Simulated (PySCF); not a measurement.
## SiH⁺: from constants to spectrum

RHF-CCSD(T) constants of SiH⁺, ¹Σ⁺ (singlet), closed shell (PySCF, no relativity, basis sets Si def2-TZVPPD, H def2-TZVPPD; masses 27.9769 and 1.0078 u):

* ωe: 2160.7 cm⁻¹
* ωexe: 33.5 cm⁻¹
* Be: 7.6341 cm⁻¹
* αe: 0.196 cm⁻¹
* De to Si⁺ + H: 3.37 eV

Question: What force constant and bond length do these constants imply?

Answer: Reduced mass μred = 0.97278 u; k = 5.8918×10⁻⁷·μred·ωe² (u, cm⁻¹, mdyn/Å) = 2.68 mdyn/Å; Re = √(16.8576/(μred·Be)) (u, cm⁻¹, Å) = 1.507 Å.

Question: Estimate the centrifugal constant D from the Kratzer relation and find the Dunham coefficient a1.

Answer: D = 4Be³/ωe² = 0.000381 cm⁻¹; a1 = −1 − αeωe/(6Be²) = -2.21.

Correlated steps freeze 5 core orbitals. For an ion De counts to the pair picked by the measured ionisation energies or electron affinities, which need not be the lowest pair at this level. Where the molecule has an RHF reference, its open-shell atoms are computed with UHF.
